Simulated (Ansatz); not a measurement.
Born–Oppenheimer molecular dynamics of BF2H2 (5 atoms, charge 0, multiplicity 2). It starts at the highest image of a converged band, a first-order saddle point between two minima.

Level of theory: UKS B3LYP/def2-SVP (Ansatz).

```json
{
  "ensemble": "NVE (velocity Verlet)",
  "time step": "0.5 fs",
  "steps asked": "200",
  "starting velocities drawn for": "300 K",
  "seed": "11350"
}
```

First frame:

```xyz
5
Properties=species:S:1:pos:R:3
B 0.000 -0.027 -0.049
H 0.000 -0.012 1.544
F 1.136 0.003 -0.704
F -1.136 0.003 -0.704
H 0.000 0.033 2.433
```

Task: What does the run give?

Result: The run went to its last step.

```
steps done                                               : 200
time covered                                             : 100 fs
mean temperature over the second half                    : 1072 K
spread of the potential energy over the second half      : 15.6 meV per atom
mean potential energy of the second half above the start : -60.0 meV per atom
```

The conserved energy stayed within 0.49 meV per atom of its start (net change -0.26 meV per atom), so the integration is sound. The kinetic energy rose, since the run started high on the potential surface and went downhill. It ends in pieces (BF2H + H), so much of that is their flight and rotation, not heat. A run of 0.1 ps of so small a system gives no equilibrium averages.

Task: What happens to the structure?

Result: Between its relaxed ends the band would form H2–H5 and break B1–H2. These pairs go: H2–H5 0.89 → 7.85 Å, B1–H2 1.59 → 1.26 Å. In the last frame they stand as before the step (other bonds may differ from the relaxed reactants and products). It ends as BF2H + H. Pairs count as bonded within 1.25 times the sum of covalent radii (0.12 Å more for H–H). This is one draw of velocities; another would differ in detail.

Task: How do temperature and energy run in time?

Result: 
| time (fs) | T (K) | potential energy less start (eV) | conserved less start (meV/atom) |
| --- | --- | --- | --- |
| 0 | 300 | 0.000 | 0.00 |
| 5 | 266 | 0.013 | 0.03 |
| 10 | 580 | -0.109 | -0.02 |
| 15 | 342 | -0.015 | 0.26 |
| 20 | 740 | -0.171 | 0.02 |
| 25 | 1252 | -0.371 | -0.43 |
| 30 | 1244 | -0.369 | -0.47 |
| 35 | 864 | -0.218 | 0.12 |
| 40 | 853 | -0.213 | 0.25 |
| 45 | 1045 | -0.289 | -0.02 |
| 50 | 1338 | -0.404 | -0.37 |
| 55 | 1254 | -0.372 | -0.43 |
| 60 | 800 | -0.193 | 0.14 |
| 65 | 927 | -0.243 | 0.14 |
| 70 | 1085 | -0.305 | -0.06 |
| 75 | 1295 | -0.388 | -0.32 |
| 80 | 1237 | -0.365 | -0.38 |
| 85 | 787 | -0.188 | 0.15 |
| 90 | 938 | -0.247 | 0.03 |
| 95 | 1178 | -0.341 | -0.13 |
| 100 | 1263 | -0.375 | -0.26 |

The run took 5 min on 1 thread of Arm Neoverse V1, on a shared host, peak memory 0.11 GiB.
